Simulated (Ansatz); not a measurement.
System: rhombohedral A7 Sb. Method: rVV10 (Ansatz, a quantum-chemistry and plane-wave program, plane waves, PAW).

Numerical settings: plane-wave cutoff 500 eV, 12×12×12 k mesh, Fermi–Dirac smearing 0.05 eV, scalar-relativistic PAW data made under PBE.

Computed at the level's own relaxed cell.

Question: What does this level give for the volume per atom, lattice parameter a and c axis length?

Answer: 
volume per atom: 33.03 Å³/atom
lattice parameter a: 4.411 Å
c axis length: 11.759 Å

Measured, for comparison: lattice constant a 4.301 Å, lattice parameter c 11.232 Å (78 K, zero-point motion not removed; as tabulated in Schiferl, Barrett, J. Appl. Cryst. 2, 30 (1969), COD 9009654). Computed (rounded) less measured: lattice constant a +2.6 %, lattice parameter c +4.7 %.

Spin–orbit coupling is not included.

Static lattice: no zero-point or thermal effects.

Cost on a shared machine: about 2.3 core-minutes (a rough figure).
